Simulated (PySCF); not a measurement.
Protons, H atoms and electrons added to or taken from OC=O. Isolated molecules, 0 K electronic values unless said otherwise. One relaxed conformer stands for each flexible species; it need not be the lowest. Strings in code marks are SMILES.

Computed with PySCF with PBE0-D4/def2-TZVP. Delta-SCF ions had no search for a lower state. Excitations are Tamm–Dancoff values on a coarser integration grid. The basis has no diffuse functions, so Rydberg states are missing or too high.

| species | HOMO–LUMO gap (eV) | T1 excitation (TDA) (eV) | vertical ionisation energy (Delta-SCF) (eV) | S1 oscillator strength |
|---|---|---|---|---|
| neutral parent (`OC=O` (O–C–O–H torsion 0°)) | 8.46 | 5.35 | 11.33 | ? |
| proton added at O1 (`C(=[O+]/[H])/O` (H–O–C–O torsion 0°)) | 9.94 | ? | 20.98 | 0.000 |
| proton added at O3 (`[OH2+]C=O` (not the most basic site; O–C–O–H torsion 12°)) | 9.20 | 5.90 | 19.70 | ? |
| H atom removed from O3 (`O=C[O]`) | – | – | – | – |

### Question
Fill in the missing entries.

### Answer

- neutral parent (`OC=O` (O–C–O–H torsion 0°)), S1 oscillator strength: 0.002
- proton added at O1 (`C(=[O+]/[H])/O` (H–O–C–O torsion 0°)), T1 excitation (TDA) (eV): 6.63
- proton added at O3 (`[OH2+]C=O` (not the most basic site; O–C–O–H torsion 12°)), S1 oscillator strength: 0.002
